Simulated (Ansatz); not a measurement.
Results of r²SCAN (Ansatz, a first-principles code, plane waves, PAW) for Bi₂OS₂ (P4/nmm, No. 129; cell taken from a computed entry).

Run with plane-wave cutoff 560 eV, 8×8×4 k mesh (along the axes of the cell as run), Fermi–Dirac smearing 0.01 eV, scalar-relativistic PAW data made under PBE.

Cell (relaxed with PBEsol):

```yaml
crystal:
  lattice:
    - [3.93293, 0.00000, 0.00000]
    - [0.00000, 3.93293, 0.00000]
    - [0.00000, 0.00000, 13.86119]
  atoms:
    - { symbol: Bi, position: [0.00000, 0.50000, 0.86804] }
    - { symbol: Bi, position: [0.50000, 0.00000, 0.13196] }
    - { symbol: Bi, position: [0.50000, 0.00000, 0.59092] }
    - { symbol: Bi, position: [0.00000, 0.50000, 0.40908] }
    - { symbol: S, position: [0.50000, 0.00000, 0.89549] }
    - { symbol: S, position: [0.00000, 0.50000, 0.10451] }
    - { symbol: S, position: [0.00000, 0.50000, 0.68674] }
    - { symbol: S, position: [0.50000, 0.00000, 0.31326] }
    - { symbol: O, position: [0.00000, 0.00000, 0.50000] }
    - { symbol: O, position: [0.50000, 0.50000, 0.50000] }
```

Give the computed band gap and direct gap at Γ.


- band gap: 1.19 eV
- direct gap at Γ: 2.79 eV

Note: cell and atoms aren't relaxed at this level (largest force component 0.20 eV/Å, pressure 1.7 GPa); the cell has widely spaced layers and the level no dispersion term, so their spacing and the moduli can rest on weak binding.

Spin–orbit coupling is not included; with these elements it can move the gap by several tenths of an eV or more.

Computed values are for the static lattice.
